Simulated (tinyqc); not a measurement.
Inside a calculation. Method: FCI on RHF in the sto-3g basis, for OH-, spin multiplicity 1. The basis has no diffuse functions, so it cannot describe the extra electron: this is an exercise in the method, not the real anion. One step of it, computed by the program tinyqc.

Question. FCI: determinants and Hamiltonian. Slater-Condon rules over spin orbitals, with the nuclear repulsion added and E(HF) subtracted on the diagonal. Only determinants linked to the reference directly or through others are kept (one block of an abelian symmetry group), so some states are absent.

one-electron integrals over orbitals h = C^T H C (hartree):
```
[[-31.992043, 0.619361, -0.156493, 0.000000, 0.000000, 0.122496],
 [0.619361, -7.168496, 0.621502, 0.000000, 0.000000, -0.604429],
 [-0.156493, 0.621502, -4.672498, 0.000000, 0.000000, -1.592740],
 [0.000000, 0.000000, 0.000000, -6.825838, 0.000000, 0.000000],
 [0.000000, 0.000000, 0.000000, 0.000000, -6.825838, 0.000000],
 [0.122496, -0.604429, -1.592740, 0.000000, 0.000000, -5.784101]]
```

Two-electron integrals over orbitals (pq|rs), unique and non-zero (hartree):
```
(11|11) 4.748093    (21|11) -0.458157   (21|21) 0.069350    (22|11) 1.072695
(22|21) -0.019675   (22|22) 0.753761    (31|11) 0.119562    (31|21) -0.018248
(31|22) 0.005559    (31|31) 0.010853    (32|11) -0.159202   (32|21) 0.005140
(32|22) -0.070877   (32|31) 0.008646    (32|32) 0.100282    (33|11) 0.619363
(33|21) -0.004692   (33|22) 0.524935    (33|31) 0.000097    (33|32) 0.034141
(33|33) 0.610605    (41|41) 0.025924    (42|41) 0.034941    (42|42) 0.163397
(43|41) -0.008331   (43|42) -0.034655   (43|43) 0.022989    (44|11) 1.115360
(44|21) -0.013405   (44|22) 0.780684    (44|31) 0.003549    (44|32) -0.088480
(44|33) 0.505605    (44|44) 0.880159    (51|51) 0.025924    (52|51) 0.034941
(52|52) 0.163397    (53|51) -0.008331   (53|52) -0.034655   (53|53) 0.022989
(54|54) 0.047444    (55|11) 1.115360    (55|21) -0.013405   (55|22) 0.780684
(55|31) 0.003549    (55|32) -0.088480   (55|33) 0.505605    (55|44) 0.785270
(55|55) 0.880159    (61|11) -0.092602   (61|21) 0.013934    (61|22) -0.003559
(61|31) 0.007702    (61|32) 0.019354    (61|33) -0.002698   (61|44) -0.002684
(61|55) -0.002684   (61|61) 0.024181    (62|11) 0.119115    (62|21) -0.003918
(62|22) 0.061481    (62|31) 0.015414    (62|32) 0.061550    (62|33) 0.003655
(62|44) 0.066868    (62|55) 0.066868    (62|61) 0.025374    (62|62) 0.115525
(63|11) 0.316242    (63|21) -0.004805   (63|22) 0.174854    (63|31) -0.001918
(63|32) -0.094907   (63|33) -0.039012   (63|44) 0.187830    (63|55) 0.187830
(63|61) -0.007539   (63|62) 0.011306    (63|63) 0.187138    (64|41) 0.006240
(64|42) 0.025520    (64|43) 0.016255    (64|64) 0.038061    (65|51) 0.006240
(65|52) 0.025520    (65|53) 0.016255    (65|65) 0.038061    (66|11) 0.945948
(66|21) -0.011762   (66|22) 0.677692    (66|31) 0.008447    (66|32) -0.006282
(66|33) 0.586444    (66|44) 0.672795    (66|55) 0.672795    (66|61) 0.007587
(66|62) 0.070262    (66|63) 0.092932    (66|66) 0.703219
```

nuclear repulsion = 3.14518402 hartree

Hartree-Fock energy = -74.03431690 hartree

Give: determinants; H - E(HF) between determinants.

Answer.

Occupation strings over the orbitals (2 doubly, a alpha, b beta, 0 empty; spin orbitals ordered 1a 1b 2a 2b ...): 222220 22a22b 2a222b a2222b 22b22a 2b222a b2222a 222202 222022 220222 2ab222 a2b222 2ba222 202222 ab2222 b2a222 ba2222 022222

H - E(HF) between determinants (hartree), order 222220, 22a22b, 2a222b, a2222b, 22b22a, 2b222a, b2222a, 222202, 222022, 220222, 2ab222, a2b222, 2ba222, 202222, ab2222, b2a222, ba2222, 022222:
```
[[0.0000, 0.0000, 0.0000, 0.0000, 0.0000, 0.0000, 0.0000, 0.0381, 0.0381, 0.1871, -0.0113, 0.0075, 0.0113, 0.1155, -0.0254, -0.0075, 0.0254, 0.0242],
 [0.0000, 0.4330, 0.0176, -0.0160, -0.1871, -0.0113, 0.0075, -0.0163, -0.0163, 0.1319, -0.0949, -0.0019, 0.0666, -0.0615, 0.0154, 0.0103, -0.0194, -0.0077],
 [0.0000, 0.0176, 0.9553, 0.0371, -0.0113, -0.1155, -0.0254, -0.0255, -0.0255, 0.0949, 0.0819, -0.0048, -0.0615, 0.0088, -0.0039, -0.0194, 0.0111, -0.0139],
 [0.0000, -0.0160, 0.0371, 19.5330, 0.0075, -0.0254, -0.0242, -0.0062, -0.0062, 0.0019, -0.0048, 0.2233, -0.0154, 0.0039, 0.0489, -0.0077, -0.0139, 0.1002],
 [0.0000, -0.1871, -0.0113, 0.0075, 0.4330, 0.0176, -0.0160, 0.0163, 0.0163, -0.1319, 0.0666, 0.0103, -0.0949, 0.0615, -0.0194, -0.0019, 0.0154, 0.0077],
 [0.0000, -0.0113, -0.1155, -0.0254, 0.0176, 0.9553, 0.0371, 0.0255, 0.0255, -0.0949, -0.0615, -0.0194, 0.0819, -0.0088, 0.0111, -0.0048, -0.0039, 0.0139],
 [0.0000, 0.0075, -0.0254, -0.0242, -0.0160, 0.0371, 19.5330, 0.0062, 0.0062, -0.0019, -0.0154, -0.0077, -0.0048, -0.0039, -0.0139, 0.2233, 0.0489, -0.1002],
 [0.0381, -0.0163, -0.0255, -0.0062, 0.0163, 0.0255, 0.0062, 0.4801, 0.0474, 0.0230, 0.0347, 0.0083, -0.0347, 0.1634, -0.0349, -0.0083, 0.0349, 0.0259],
 [0.0381, -0.0163, -0.0255, -0.0062, 0.0163, 0.0255, 0.0062, 0.0474, 0.4801, 0.0230, 0.0347, 0.0083, -0.0347, 0.1634, -0.0349, -0.0083, 0.0349, 0.0259],
 [0.1871, 0.1319, 0.0949, 0.0019, -0.1319, -0.0949, -0.0019, 0.0230, 0.0230, 1.0069, -0.0580, 0.0243, 0.0580, 0.1003, -0.0086, -0.0243, 0.0086, 0.0109],
 [-0.0113, -0.0949, 0.0819, -0.0048, 0.0666, -0.0615, -0.0154, 0.0347, 0.0347, -0.0580, 1.3523, 0.0442, -0.1003, 0.0470, 0.0051, -0.0086, 0.0189, 0.0182],
 [0.0075, -0.0019, -0.0048, 0.2233, 0.0103, -0.0194, -0.0077, 0.0083, 0.0083, 0.0243, 0.0442, 19.7561, -0.0086, -0.0051, -0.1353, -0.0109, 0.0182, -0.0951],
 [0.0113, 0.0666, -0.0615, -0.0154, -0.0949, 0.0819, -0.0048, -0.0347, -0.0347, 0.0580, -0.1003, -0.0086, 1.3523, -0.0470, 0.0189, 0.0442, 0.0051, -0.0182],
 [0.1155, -0.0615, 0.0088, 0.0039, 0.0615, -0.0088, -0.0039, 0.1634, 0.1634, 0.1003, 0.0470, -0.0051, -0.0470, 2.0122, -0.0292, 0.0051, 0.0292, 0.0693],
 [-0.0254, 0.0154, -0.0039, 0.0489, -0.0194, 0.0111, -0.0139, -0.0349, -0.0349, -0.0086, 0.0051, -0.1353, 0.0189, -0.0292, 20.6405, 0.0182, -0.0693, 0.4093],
 [-0.0075, 0.0103, -0.0194, -0.0077, -0.0019, -0.0048, 0.2233, -0.0083, -0.0083, -0.0243, -0.0086, -0.0109, 0.0442, 0.0051, 0.0182, 19.7561, -0.1353, 0.0951],
 [0.0254, -0.0194, 0.0111, -0.0139, 0.0154, -0.0039, 0.0489, 0.0349, 0.0349, 0.0086, 0.0189, 0.0182, 0.0051, 0.0292, -0.0693, -0.1353, 20.6405, -0.4093],
 [0.0242, -0.0077, -0.0139, 0.1002, 0.0077, 0.0139, -0.1002, 0.0259, 0.0259, 0.0109, 0.0182, -0.0951, -0.0182, 0.0693, 0.4093, 0.0951, -0.4093, 42.6253]]
```
